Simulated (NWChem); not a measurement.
Dipole moment of hydrogen isocyanide (CHN)

SMILES: [C-]#[NH+]
```xyz
3

C      0.0000     0.0000     0.7490
N      0.0000     0.0000    -0.4352
H      0.0000     0.0000    -1.4477
```
Charge 0, spin multiplicity 1.

All runs are NWChem calculations. All single points use one geometry, from PBE/def2-SVP, a minimum by its harmonic frequencies.

Basis set: Sadlej pVTZ. The CCSD dipole comes from the Λ equations, without orbital relaxation.

| method | dipole moment (D) | difference from CCSD |
|---|---|---|
| HF | 2.85 | -0.28 |
| B3LYP | 3.02 | -0.11 |
| PBE | 3.07 | -0.06 |
| LDA (SVWN5) | 3.15 | +0.02 |
| CCSD | 3.13 | 0.00 |

The values span 0.29 D, from HF (lowest) to LDA (SVWN5) (highest). 

The correlated methods keep 2 core orbitals frozen. B3LYP has NWChem's definition, with VWN1-RPA local correlation. No row is a measurement; the coupled-cluster row has its own basis-set and correlation limits.
